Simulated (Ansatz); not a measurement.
# FH6NSi: the cost of one run

Method: RKS PBE-D4/STO-3G, in Ansatz 0.2.0.

## Step 1: The system as given

Bond lengths: N1–H2 1.013 Å, N1–H3 1.014 Å, N1–H4 1.014 Å, Si5–F6 1.611 Å, Si5–H7 1.451 Å, Si5–H8 1.457 Å, Si5–H9 1.456 Å. Angles: H2–N1–H3 107.5°, H2–N1–H4 107.3°, H3–N1–H4 107.4°, F6–Si5–H7 105.4°, F6–Si5–H8 104.5°, F6–Si5–H9 104.5°, H7–Si5–H8 113.9°, H7–Si5–H9 114.6°, H8–Si5–H9 112.7°.

Coordinates:

```xyz
9

N     0.0189    0.1845   -2.0432
H    -0.6598   -0.4439   -1.6299
H     0.0739   -0.0334   -3.0317
H     0.9204   -0.0334   -1.6340
Si   -0.0212    0.1470    1.6967
F    -0.9015   -1.0910    1.1588
H    -0.3837    1.2711    0.8537
H     1.3591   -0.2903    1.5360
H    -0.4061    0.2893    3.0935
```

## Step 2: Preparing the start

Input file input.yaml:

```yaml
crystal:
  periodic: [false, false, false]
  atoms:
    - { symbol: "N", position_ang: [0.0189, 0.1845, -2.0432] }
    - { symbol: H, position_ang: [-0.6598, -0.4439, -1.6299] }
    - { symbol: H, position_ang: [0.0739, -0.0334, -3.0317] }
    - { symbol: H, position_ang: [0.9204, -0.0334, -1.634] }
    - { symbol: Si, position_ang: [-0.0212, 0.147, 1.6967] }
    - { symbol: F, position_ang: [-0.9015, -1.091, 1.1588] }
    - { symbol: H, position_ang: [-0.3837, 1.2711, 0.8537] }
    - { symbol: H, position_ang: [1.3591, -0.2903, 1.536] }
    - { symbol: H, position_ang: [-0.4061, 0.2893, 3.0935] }
basis:
  gaussian: { orbitals: STO-3G }
hamiltonian:
  xc: pbe
  dispersion: d4
relax:
  f_tol: 0.02
  max_steps: 40
```

Command:

```bash
$ ansatz run input.yaml --threads 1 --pin off --max-ram 2048MiB --backend cpu --events-out ev --progress --plain --runs-dir out
```

**Question.** How long does this run take on 1 thread of an Arm CPU, shared host, and how much memory does it need?

About 26 s, with a peak of 0.11 GiB.
